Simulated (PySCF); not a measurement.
**Mayer bond orders and bond lengths**

Species: C3H8N (charge +1).
SMILES with atom numbers: `[CH2:1]1[CH2:2][NH2+:3][CH2:4]1` (hydrogens: H5, H6 on C1; H7, H8 on C2; H9, H10 on N3; H11, H12 on C4)

Cartesian coordinates in Å at the PBE0-D3(BJ)/def2-SVP level; atoms count from 1:
```
atom  x, y, z in Å
C1     0.3219    0.8431   -0.6436
C2     1.0417   -0.2648    0.1374
N3    -0.2864   -0.7426    0.6982
C4    -1.0133    0.2028   -0.2418
H5     0.4738    1.8475   -0.2279
H6     0.5279    0.8718   -1.7203
H7     1.4897   -1.0581   -0.4742
H8     1.7390    0.0267    0.9324
H9    -0.4938   -1.7420    0.5878
H10   -0.4184   -0.5163    1.6903
H11   -1.5167   -0.3735   -1.0283
H12   -1.7477    0.8212    0.2889
```

Bond orders from the PBE0/pcSseg-1 density (PySCF). Isolated species at its PBE0-D3(BJ)/def2-SVP geometry, gas phase.

Problem. Where do the orders between heavy atoms depart from those drawn in the SMILES?

Solution. The largest departure is 0.154, at C2–N3 (drawn single, 0.846) and N3–C4 (drawn single, 0.847). Drawn single, order below 0.88: C2–N3 (0.846) and N3–C4 (0.847). The SMILES, with its formal charges, is one Lewis structure only.

Problem. Set the Mayer orders of the bonds beside their lengths.

Solution. 
```json
{"bond": "C1–C2", "drawn as": "single", "length (Å)": "1.535", "Mayer order": "1.022"}
{"bond": "C2–N3", "drawn as": "single", "length (Å)": "1.519", "Mayer order": "0.846"}
{"bond": "N3–C4", "drawn as": "single", "length (Å)": "1.519", "Mayer order": "0.847"}
{"bond": "C4–C1", "drawn as": "single", "length (Å)": "1.534", "Mayer order": "1.021"}
{"bond": "C1–H5", "drawn as": "single", "length (Å)": "1.098", "Mayer order": "0.932"}
{"bond": "C1–H6", "drawn as": "single", "length (Å)": "1.097", "Mayer order": "0.941"}
{"bond": "C2–H7", "drawn as": "single", "length (Å)": "1.097", "Mayer order": "0.935"}
{"bond": "C2–H8", "drawn as": "single", "length (Å)": "1.097", "Mayer order": "0.940"}
{"bond": "N3–H9", "drawn as": "single", "length (Å)": "1.027", "Mayer order": "0.904"}
{"bond": "N3–H10", "drawn as": "single", "length (Å)": "1.026", "Mayer order": "0.905"}
{"bond": "C4–H11", "drawn as": "single", "length (Å)": "1.097", "Mayer order": "0.935"}
{"bond": "C4–H12", "drawn as": "single", "length (Å)": "1.097", "Mayer order": "0.940"}
```

Problem. Sum the orders of all bonds at each heavy atom with more than one neighbour and set the sums beside the valence in the SMILES.

Solution. C1 3.916 (drawn 4), C2 3.743 (drawn 4), N3 3.502 (drawn 4), C4 3.743 (drawn 4). Orders between atoms that aren't bonded are not in these sums.

For a closed shell the Mayer order of atoms A and B is Σ (PS)μν (PS)νμ over the basis functions μ on A and ν on B, with P the density and S the overlap matrix.
